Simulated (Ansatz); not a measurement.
This geometry of CH5OS (8 atoms, charge 1, multiplicity 1) is a first-order saddle point.

Method: RKS PBE/def2-TZVP in Ansatz.

```xyz
8
Properties=species:S:1:pos:R:3
C -0.723 0.836 -0.416
S -0.085 0.224 1.119
O 0.977 -1.128 0.577
H -1.380 0.128 -0.935
H 0.039 1.292 -1.060
H -1.363 1.658 -0.022
H 0.626 -2.031 0.425
H 1.909 -0.978 0.312
```

Problem. Which two structures does it join? (They come from a converged band through this point; their orientation in space is the band's.)

Solution. No bond is made or broken. The height of O3 over the plane of its neighbours goes from -0.36 to 0.28 Å.

Image 0:

```xyz
8
Properties=species:S:1:pos:R:3
C -0.747 0.864 -0.432
S -0.058 0.183 1.047
O 0.977 -1.159 0.295
H -1.423 0.177 -0.955
H -0.003 1.342 -1.080
H -1.370 1.671 0.018
H 0.691 -2.049 0.608
H 1.933 -1.029 0.499
```

Image 10:

```xyz
8
Properties=species:S:1:pos:R:3
C -0.693 0.801 -0.401
S -0.090 0.235 1.168
O 1.008 -1.152 0.711
H -1.340 0.081 -0.917
H 0.079 1.245 -1.042
H -1.344 1.632 -0.046
H 0.561 -1.937 0.319
H 1.818 -0.905 0.208
```

Problem. How far does it lie above each of them?

Solution. 0.102 eV above the first and 0.023 eV above the second. This is the barrier of this one path; another mechanism may lie lower.

Run time: 81 s on 2 threads of AMD EPYC 7R13 Processor (Zen 3), with other jobs on the host, peak memory 0.21 GiB.
